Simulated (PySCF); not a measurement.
C₂H₅, SMILES [CH2]C, multiplicity 2.

Coordinates come from a PBE-D3(BJ)/def2-TZVP optimisation. The isomer is the one that the SMILES or the coordinates give; other isomers of the formula were not compared.

All values below come from PBE-D3(BJ)/def2-TZVP (PySCF).

Harmonic, unscaled wavenumbers; measured fundamentals usually lie a few per cent lower.

| mode | ν (cm⁻¹) | IR (km/mol) | moving atoms (share of kinetic energy) |
|---|---|---|---|
| 1 | 104 | 0.0 | H 100 % |
| 2 | 487 | 59.2 | H 82 %, C 18 % |
| 3 | 788 | 2.4 | H 96 % |
| 4 | 943 | 0.7 | H 73 %, C 27 % |
| 5 | 1060 | 0.2 | C 75 %, H 25 % |
| 6 | 1152 | 2.5 | H 65 %, C 35 % |
| 7 | 1343 | 3.2 | H 84 %, C 16 % |
| 8 | 1414 | 3.9 | H 92 % |
| 9 | 1426 | 6.4 | H 97 % |
| 10 | 1430 | 2.5 | H 86 %, C 14 % |
| 11 | 2880 | 24.5 | H 95 % |
| 12 | 2979 | 20.1 | H 94 % |
| 13 | 3027 | 17.2 | H 91 %, C 9 % |
| 14 | 3085 | 15.8 | H 96 % |
| 15 | 3183 | 12.3 | H 89 %, C 11 % |
